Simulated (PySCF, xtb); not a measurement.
**Relaxing a trial structure of H7N2Si+**

The starting geometry of this gas-phase singlet was built from a drawn formula by distance geometry and a force field; its bonds are those of `[NH3+][NH2+][SiH2-]`.

```xyz
10

N    -0.8437   -1.8062   -0.7190
N    -0.1729   -0.3797   -0.9195
Si    1.5200   -0.3068   -0.2150
H    -1.7818   -1.8828   -1.0869
H    -0.8839   -2.0935    0.2978
H    -0.2768   -2.6107   -1.1650
H    -0.0751   -0.1136   -1.9052
H    -0.7331    0.4026   -0.4619
H     1.1418   -0.7699    1.1331
H     2.0649   -1.4930   -0.9587
```

Q: Where would you expect an optimisation with r2SCAN-D4/def2-SVP to take it?

A: It loosens into H4NSi + H3N, which stay close as a complex (formulas without charges). Distances that change by over a tenth: N2–Si3 (1.84 → 1.64 Å). Contacts that open: N1–N2 (1.59 → 2.69 Å).

The energy falls by 3.61 eV over 49 steps:

```csv
step,E − E(last) (eV)
1,3.608
6,0.971
12,0.505
17,0.467
22,0.462
28,0.461
33,0.448
38,0.177
44,0.002
49,0.000
```

Final geometry (Å):

```xyz
10

N    -1.5554   -1.9029   -0.7690
N     0.9497   -0.9754   -1.0744
Si    1.8217   -0.0423   -0.0479
H    -2.2593   -1.2791   -1.1727
H    -1.8515   -2.0769    0.1951
H    -1.6609   -2.7968   -1.2566
H     1.3426   -1.2829   -1.9668
H    -0.1022   -1.3477   -0.9129
H     1.1799    0.3569    1.2173
H     3.1949    0.3745   -0.3897
```

From the same start GFN2-xTB ends elsewhere, at `N[SiH2][NH3+]`.

No frequencies were run, so the end isn't proven a minimum. Run with PySCF 2.14.0, 6.5 min on 2 threads of Arm Neoverse V1, on a shared host.
